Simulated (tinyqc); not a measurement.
UKS/LDA (PW92) in the sto-3g basis, for OH+, spin multiplicity 3, step by step (part 2 of 2). Computed by tinyqc, a small Python program that keeps every step (integrals from PySCF). Command: `OMP_NUM_THREADS=1 python tinyqc.py 23160 23161 out.jsonl` (the two numbers bound the seeds that draw the settings). One thread of a shared host (Intel(R) Xeon(R) Processor @ 2.60GHz), about 1 s of CPU time with the checks.

Geometry (angstrom):
```
atom         x         y         z
O     0.000000  0.000000  0.000000
H     0.000000  0.000000  1.171000
```

## Iteration 2: DIIS over 2 matrices

error matrix X^T (FDS - SDF) X (alpha):
```
           1          2         3         4          5          6
1   0.000000   0.079551  0.000000  0.000000  -0.178770   0.165959
2  -0.079551   0.000000  0.000000  0.000000   0.085624  -0.106749
3   0.000000   0.000000  0.000000  0.000000   0.000000   0.000000
4   0.000000   0.000000  0.000000  0.000000   0.000000   0.000000
5   0.178770  -0.085624  0.000000  0.000000   0.000000   0.061262
6  -0.165959   0.106749  0.000000  0.000000  -0.061262   0.000000
```

B (overlaps of the stored error matrices):
```
                1               2
1   4.1082366e-01  -2.9938671e-01
2  -2.9938671e-01   3.2824960e-01
```

Minimise |sum c_i e_i|^2 with sum c_i = 1: solve [B -1; -1 0][c; lambda] = [0; -1] with B_ij = tr e_i^T e_j summed over both spins, and take F = sum c_i F_i.

DIIS coefficients: 0.469139  0.530861

extrapolated F(alpha) (hartree):
```
             1O 1s      1O 2s     1O 2px     1O 2py     1O 2pz      2H 1s
1O 1s   -19.133015  -4.959704   0.000000   0.000000  -0.007869  -0.687896
1O 2s    -4.959704  -2.598483   0.000000   0.000000  -0.087232  -0.719939
1O 2px    0.000000   0.000000  -0.808168   0.000000   0.000000   0.000000
1O 2py    0.000000   0.000000   0.000000  -0.808168   0.000000   0.000000
1O 2pz   -0.007869  -0.087232   0.000000   0.000000  -0.807210  -0.430495
2H 1s    -0.687896  -0.719939   0.000000   0.000000  -0.430495  -0.691050
```

extrapolated F(beta) (hartree):
```
             1O 1s      1O 2s     1O 2px     1O 2py     1O 2pz      2H 1s
1O 1s   -19.096891  -4.932659   0.000000   0.000000  -0.007573  -0.684396
1O 2s    -4.932659  -2.464860   0.000000   0.000000  -0.086008  -0.694755
1O 2px    0.000000   0.000000  -0.646843   0.000000   0.000000   0.000000
1O 2py    0.000000   0.000000   0.000000  -0.646843   0.000000   0.000000
1O 2pz   -0.007573  -0.086008   0.000000   0.000000  -0.727965  -0.419988
2H 1s    -0.684396  -0.694755   0.000000   0.000000  -0.419988  -0.684483
```

## Iteration 2: diagonalisation and new density

X:
```
                1          2         3          4          5         6
1O 1s    0.328922   0.742950  0.000000   0.000000   0.583867  0.248625
1O 2s   -0.809696  -0.459990  0.000000   0.000000   0.371296  0.468257
1O 2px   0.000000   0.000000  0.187261   0.982310   0.000000  0.000000
1O 2py   0.000000   0.000000  0.982310  -0.187261   0.000000  0.000000
1O 2pz  -0.589622   0.581821  0.000000   0.000000  -0.580702  0.320368
2H 1s    0.924608  -0.296093  0.000000   0.000000  -0.252869  0.525913
```

Diagonalise F' = X^T F X, C = X C', fill 5 alpha and 3 beta electrons from the bottom; D(s) = C_occ C_occ^T. Each column has its largest component positive (the first on a tie).

F' = X^T F X (alpha) (hartree):
```
           1          2          3          4          5          6
1  -0.954482  -2.002621   0.000000   0.000000  -1.828492  -0.757712
2  -2.002621  -7.759893   0.000000   0.000000  -7.479466  -4.224520
3   0.000000   0.000000  -0.808168   0.000000   0.000000   0.000000
4   0.000000   0.000000   0.000000  -0.808168   0.000000   0.000000
5  -1.828492  -7.479466   0.000000   0.000000  -9.092640  -4.844915
6  -0.757712  -4.224520   0.000000   0.000000  -4.844915  -3.888223
```

orbital energies (alpha) (hartree): MO1 -19.144643, MO2 -1.408420, MO3 -0.843512, MO4 -0.808168, MO5 -0.808168, MO6 -0.298663

coefficients C (alpha):
```
              MO1        MO2        MO3       MO4        MO5        MO6
1O 1s    0.993272  -0.259441   0.066847  0.000000   0.000000   0.067176
1O 2s    0.027878   0.982112  -0.305220  0.000000   0.000000  -0.407238
1O 2px   0.000000   0.000000   0.000000  0.458402   0.888745   0.000000
1O 2py   0.000000   0.000000   0.000000  0.888745  -0.458402   0.000000
1O 2pz   0.002403   0.137583   0.831231  0.000000   0.000000  -0.645089
2H 1s   -0.006071   0.083827   0.338704  0.000000   0.000000   1.077643
```

F' = X^T F X (beta) (hartree):
```
           1          2          3          4          5          6
1  -0.890192  -1.988811   0.000000   0.000000  -1.834137  -0.817699
2  -1.988811  -7.701463   0.000000   0.000000  -7.512980  -4.232555
3   0.000000   0.000000  -0.646843   0.000000   0.000000   0.000000
4   0.000000   0.000000   0.000000  -0.646843   0.000000   0.000000
5  -1.834137  -7.512980   0.000000   0.000000  -9.026440  -4.823608
6  -0.817699  -4.232555   0.000000   0.000000  -4.823608  -3.823170
```

orbital energies (beta) (hartree): MO1 -19.107478, MO2 -1.286405, MO3 -0.777130, MO4 -0.646843, MO5 -0.646843, MO6 -0.270253

coefficients C (beta):
```
              MO1        MO2        MO3        MO4       MO5        MO6
1O 1s    0.993612  -0.253413   0.080100   0.000000  0.000000   0.070567
1O 2s    0.026525   0.956892  -0.364986   0.000000  0.000000  -0.418046
1O 2px   0.000000   0.000000   0.000000  -0.267551  0.963544   0.000000
1O 2py   0.000000   0.000000   0.000000   0.963544  0.267551   0.000000
1O 2pz   0.002275   0.147863   0.788419   0.000000  0.000000  -0.694656
2H 1s   -0.005748   0.130141   0.394170   0.000000  0.000000   1.053926
```

D(alpha) after iteration 2:
```
            1O 1s      1O 2s    1O 2px    1O 2py     1O 2pz      2H 1s
1O 1s    1.058367  -0.247512  0.000000  0.000000   0.022257  -0.005137
1O 2s   -0.247512   1.058481  0.000000  0.000000  -0.118519  -0.021221
1O 2px   0.000000   0.000000  1.000000  0.000000   0.000000   0.000000
1O 2py   0.000000   0.000000  0.000000  1.000000   0.000000   0.000000
1O 2pz   0.022257  -0.118519  0.000000  0.000000   0.709881   0.293060
2H 1s   -0.005137  -0.021221  0.000000  0.000000   0.293060   0.121784
```

D(beta) after iteration 2:
```
            1O 1s      1O 2s    1O 2px    1O 2py     1O 2pz      2H 1s
1O 1s    1.057900  -0.245368  0.000000  0.000000   0.027943  -0.007118
1O 2s   -0.245368   1.049561  0.000000  0.000000  -0.146213  -0.019489
1O 2px   0.000000   0.000000  0.000000  0.000000   0.000000   0.000000
1O 2py   0.000000   0.000000  0.000000  0.000000   0.000000   0.000000
1O 2pz   0.027943  -0.146213  0.000000  0.000000   0.643473   0.330001
2H 1s   -0.007118  -0.019489  0.000000  0.000000   0.330001   0.172340
```

Within a degenerate level the vectors are fixed only up to a rotation; this is one choice.

## Iteration 7 (converged): orbitals

converged F(alpha) (hartree):
```
             1O 1s      1O 2s     1O 2px     1O 2py     1O 2pz      2H 1s
1O 1s   -19.179179  -4.969019   0.000000   0.000000  -0.011866  -0.689339
1O 2s    -4.969019  -2.612796   0.000000   0.000000  -0.100491  -0.727722
1O 2px    0.000000   0.000000  -0.822424   0.000000   0.000000   0.000000
1O 2py    0.000000   0.000000   0.000000  -0.822424   0.000000   0.000000
1O 2pz   -0.011866  -0.100491   0.000000   0.000000  -0.821649  -0.441193
2H 1s    -0.689339  -0.727722   0.000000   0.000000  -0.441193  -0.738821
```

converged F(beta) (hartree):
```
             1O 1s      1O 2s     1O 2px     1O 2py     1O 2pz      2H 1s
1O 1s   -19.141810  -4.941091   0.000000   0.000000  -0.010990  -0.685687
1O 2s    -4.941091  -2.476025   0.000000   0.000000  -0.097078  -0.703356
1O 2px    0.000000   0.000000  -0.658223   0.000000   0.000000   0.000000
1O 2py    0.000000   0.000000   0.000000  -0.658223   0.000000   0.000000
1O 2pz   -0.010990  -0.097078   0.000000   0.000000  -0.738696  -0.432444
2H 1s    -0.685687  -0.703356   0.000000   0.000000  -0.432444  -0.746746
```

As before.

F' = X^T F X (alpha) (hartree):
```
           1          2          3          4          5          6
1  -0.998428  -1.997583   0.000000   0.000000  -1.825531  -0.769346
2  -1.997583  -7.785270   0.000000   0.000000  -7.501647  -4.230335
3   0.000000   0.000000  -0.822424   0.000000   0.000000   0.000000
4   0.000000   0.000000   0.000000  -0.822424   0.000000   0.000000
5  -1.825531  -7.501647   0.000000   0.000000  -9.115138  -4.843431
6  -0.769346  -4.230335   0.000000   0.000000  -4.843431  -3.923509
```

orbital energies (alpha) (hartree): MO1 -19.190719, MO2 -1.426223, MO3 -0.858401, MO4 -0.822424, MO5 -0.822424, MO6 -0.347002

coefficients C (alpha):
```
              MO1        MO2        MO3       MO4        MO5        MO6
1O 1s    0.993306  -0.257941   0.073880  0.000000   0.000000   0.065051
1O 2s    0.027755   0.975883  -0.336625  0.000000   0.000000  -0.397353
1O 2px   0.000000   0.000000   0.000000  0.103715   0.994607   0.000000
1O 2py   0.000000   0.000000   0.000000  0.994607  -0.103715   0.000000
1O 2pz   0.002651   0.156290   0.811164  0.000000   0.000000  -0.666033
2H 1s   -0.006122   0.089619   0.364529  0.000000   0.000000   1.068714
```

F' = X^T F X (beta) (hartree):
```
           1          2          3          4          5          6
1  -0.938411  -1.981856   0.000000   0.000000  -1.826993  -0.839330
2  -1.981856  -7.726460   0.000000   0.000000  -7.536589  -4.235179
3   0.000000   0.000000  -0.658223   0.000000   0.000000   0.000000
4   0.000000   0.000000   0.000000  -0.658223   0.000000   0.000000
5  -1.826993  -7.536589   0.000000   0.000000  -9.049119  -4.819493
6  -0.839330  -4.235179   0.000000   0.000000  -4.819493  -3.861318
```

orbital energies (beta) (hartree): MO1 -19.152280, MO2 -1.302484, MO3 -0.794951, MO4 -0.658223, MO5 -0.658223, MO6 -0.325593

coefficients C (beta):
```
              MO1        MO2        MO3       MO4        MO5        MO6
1O 1s    0.993656  -0.250747   0.089766  0.000000   0.000000   0.067782
1O 2s    0.026360   0.944860  -0.409541  0.000000   0.000000  -0.403911
1O 2px   0.000000   0.000000   0.000000  0.950646  -0.310277   0.000000
1O 2py   0.000000   0.000000   0.000000  0.310277   0.950646   0.000000
1O 2pz   0.002481   0.164093   0.749566  0.000000   0.000000  -0.732965
2H 1s   -0.005782   0.146132   0.441531  0.000000   0.000000   1.032841
```

D(alpha) after iteration 7:
```
            1O 1s      1O 2s    1O 2px    1O 2py     1O 2pz      2H 1s
1O 1s    1.058648  -0.249021  0.000000  0.000000   0.022249  -0.002266
1O 2s   -0.249021   1.066435  0.000000  0.000000  -0.120464  -0.035422
1O 2px   0.000000   0.000000  1.000000  0.000000   0.000000   0.000000
1O 2py   0.000000   0.000000  0.000000  1.000000   0.000000   0.000000
1O 2pz   0.022249  -0.120464  0.000000  0.000000   0.682421   0.309683
2H 1s   -0.002266  -0.035422  0.000000  0.000000   0.309683   0.140950
```

D(beta) after iteration 7:
```
            1O 1s      1O 2s    1O 2px    1O 2py     1O 2pz      2H 1s
1O 1s    1.058285  -0.247491  0.000000  0.000000   0.028605  -0.002753
1O 2s   -0.247491   1.061180  0.000000  0.000000  -0.151867  -0.042903
1O 2px   0.000000   0.000000  0.000000  0.000000   0.000000   0.000000
1O 2py   0.000000   0.000000  0.000000  0.000000   0.000000   0.000000
1O 2pz   0.028605  -0.151867  0.000000  0.000000   0.588782   0.354922
2H 1s   -0.002753  -0.042903  0.000000  0.000000   0.354922   0.216338
```

Within a degenerate level the vectors are fixed only up to a rotation; this is one choice.

## Convergence

Stop when the energy changes by less than 1e-08 hartree and every element of the error matrix X^T (F D S - S D F) X (for each spin) is below 3e-05.

Course of the cycle:
```
iteration   E (hartree)     change  largest element of the error matrix
1          -73.30657036          -                             2.63e-01
2          -73.56422296  -2.58e-01                             1.79e-01
3          -73.70921132  -1.45e-01                             2.48e-02
4          -73.71184572  -2.63e-03                             1.38e-03
5          -73.71185469  -8.96e-06                             2.76e-04
6          -73.71185487  -1.87e-07                             2.95e-05
7          -73.71185488  -3.29e-09                             1.64e-07
```

PySCF UKS in the same basis, fine grid, after a stability check = -73.71196024 hartree

Converged in 7 iterations. The coarse grid moves the energy by +1.05e-04 hartree.

## Populations, bond orders and dipole

overlap S:
```
           1O 1s     1O 2s    1O 2px    1O 2py    1O 2pz     2H 1s
1O 1s   1.000000  0.236704  0.000000  0.000000  0.000000  0.032459
1O 2s   0.236704  1.000000  0.000000  0.000000  0.000000  0.346161
1O 2px  0.000000  0.000000  1.000000  0.000000  0.000000  0.000000
1O 2py  0.000000  0.000000  0.000000  1.000000  0.000000  0.000000
1O 2pz  0.000000  0.000000  0.000000  0.000000  1.000000  0.313394
2H 1s   0.032459  0.346161  0.000000  0.000000  0.313394  1.000000
```

Mulliken: Z minus the diagonal of D S on the atom; Loewdin: the same with S^(1/2) D S^(1/2); Mayer order: 2 sum_s sum (D(s) S)_ij (D(s) S)_ji over the two atoms.

Charges (e):
```
atom  Mulliken   Loewdin  Mulliken spin
1O    0.538295  0.602135       2.086960
2H    0.461705  0.397865      -0.086960
```

Mayer bond orders:
```
pair     order
2-1   0.779267
```

dipole moment about the origin, x y z (debye): 0.000000  0.000000  2.863592

<S^2> of the determinant (pure state: 2) = 2.007456
